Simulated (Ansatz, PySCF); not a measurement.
The pair A = C2H4 (SMILES C=C) (first 6 atoms), B = C2H4 (SMILES C=C); geometry from A24 set.
(charge 0, multiplicity 1):
```xyz
12

H     -0.92396     1.23196    -1.75000
H      0.92396     1.23196    -1.75000
H      0.92396    -1.23196    -1.75000
H     -0.92396    -1.23196    -1.75000
C      0.00000     0.66718    -1.75000
C      0.00000    -0.66718    -1.75000
H     -0.92396     1.23196     1.75000
H      0.92396     1.23196     1.75000
H      0.92396    -1.23196     1.75000
H     -0.92396    -1.23196     1.75000
C      0.00000     0.66718     1.75000
C      0.00000    -0.66718     1.75000
```

Correlated levels freeze the cores. Rows in 6-31G* carry no dispersion term and start afresh at each structure (6-31G* with six Cartesian d functions). MP2/6-31G* freezes PySCF's default core.

Codes used: Ansatz (Gaussian orbitals); PySCF for 6-31G* rows. Each number belongs to the level named beside it.

Total energies (hartree), monomers frozen at their geometry in the pair:

```json
[
 {"structure": "AB", "HF/aug-cc-pVDZ": "-156.0813082", "MP2/6-31G*": "-156.5686124", "MP2/aug-cc-pVDZ": "-156.6565488"},
 {"structure": "A in the pair's basis", "HF/aug-cc-pVDZ": "-78.0437654", "MP2/6-31G*": "-78.2860912", "MP2/aug-cc-pVDZ": "-78.3291004"},
 {"structure": "B in the pair's basis", "HF/aug-cc-pVDZ": "-78.0437654", "MP2/6-31G*": "-78.2860912", "MP2/aug-cc-pVDZ": "-78.3291004"},
 {"structure": "A", "HF/aug-cc-pVDZ": "-78.0435612", "MP2/6-31G*": "-78.2849941", "MP2/aug-cc-pVDZ": "-78.3283835"},
 {"structure": "B", "HF/aug-cc-pVDZ": "-78.0435612", "MP2/6-31G*": "-78.2849941", "MP2/aug-cc-pVDZ": "-78.3283835"}
]
```

Work out the interaction energy without and with the counterpoise correction, and the superposition error, for each level.


E(AB) − E(A) − E(B), times 627.509 kcal/mol, with the monomers in their own basis and then in the pair's basis:
- HF/aug-cc-pVDZ: 3.65 uncorrected, 3.90 corrected; the monomers gain 0.26 kcal/mol from borrowed functions
- MP2/6-31G*: 0.86 uncorrected, 2.24 corrected; the monomers gain 1.38 kcal/mol from borrowed functions
- MP2/aug-cc-pVDZ: 0.14 uncorrected, 1.04 corrected; the monomers gain 0.90 kcal/mol from borrowed functions

Ansatz is a first-principles code.
